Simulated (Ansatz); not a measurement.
Task: Name a neutral molecule of N, Si and H with LUMO energy (B3LYP/def2-TZVPP) between -0.60 and -0.30 eV and HOMO–LUMO gap (B3LYP/def2-TZVPP) between 6.75 and 7.05 eV (Ansatz, PBE0-D4/def2-TZVP geometry).

Result: `N[SiH2][SiH3]` (-0.35 eV, 6.78 eV). Other molecules can fit too; these were computed, each in one conformer that needn't be the lowest.

B3LYP here is the variant with VWN-RPA as its local correlation; programs differ in this.
